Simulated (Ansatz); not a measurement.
Elements on the sites of an ideal hcp lattice, at a guessed lattice constant:

```
Cu Rh Pd
1.0
     2.72092   -4.71277    0.00000
     2.72092    4.71277    0.00000
     0.00000    0.00000    8.70695
Cu Rh Pd
1 14 1
Direct
  0.83333 0.16667 0.62500
  0.33333 0.16667 0.62500
  0.83333 0.16667 0.12500
  0.33333 0.66667 0.12500
  0.33333 0.66667 0.62500
  0.83333 0.66667 0.12500
  0.83333 0.66667 0.62500
  0.66667 0.33333 0.37500
  0.66667 0.33333 0.87500
  0.16667 0.33333 0.37500
  0.16667 0.33333 0.87500
  0.66667 0.83333 0.37500
  0.66667 0.83333 0.87500
  0.16667 0.83333 0.37500
  0.16667 0.83333 0.87500
  0.33333 0.16667 0.12500
```

Cell and atoms were relaxed without symmetry on coarser meshes and computed once more. Method: Ansatz, DFT PBE, scalar-relativistic, plane waves, PAW.

Settings: cutoff 420 eV, Γ-centred mesh 7×7×4 on the computed 16-atom cell, Gaussian smearing of 0.10 eV; no spin polarisation.

The relaxation ran on 3×3×2 (shifted) and then 4×4×3 k points with a smearing of 0.1 eV, from sites shaken by 0.02 Å.

**Question.** What does the relaxation give?

**Answer.** A volume of 14.08 Å³/atom and no gap on the mesh. It lies 0.07 eV/atom above the elements' standard states (static lattices, no corrections for gases). The atoms leave their sites by 0.02 Å (root mean square) and 0.03 Å at most, and the cell stretches by up to 0.5 % at fixed volume.

```
CELL_PARAMETERS angstrom
2.72191 -4.71449 0.00003
2.72499 4.71627 -0.00005
-0.00002 -0.00007 8.77251
ATOMIC_POSITIONS crystal
Cu 0.83224 0.16398 0.62465
Rh 0.33224 0.16395 0.62464
Rh 0.83325 0.16596 0.12464
Rh 0.33231 0.66587 0.12464
Rh 0.33297 0.66688 0.62464
Rh 0.83410 0.66587 0.12464
Rh 0.83445 0.66688 0.62464
Rh 0.66883 0.33404 0.37801
Rh 0.66883 0.33404 0.87126
Rh 0.16574 0.33403 0.37802
Rh 0.16575 0.33404 0.87127
Rh 0.66710 0.83365 0.37458
Rh 0.66709 0.83364 0.87469
Rh 0.16608 0.83161 0.37760
Rh 0.16607 0.83161 0.87168
Pd 0.33364 0.16673 0.12464
```

Spin polarisation was left out, and a magnetic state may lie lower.

Cost: 2 runs of about 17 core-minutes in all (earlier runs that led there not counted), on Arm Neoverse V1 (shared hosts).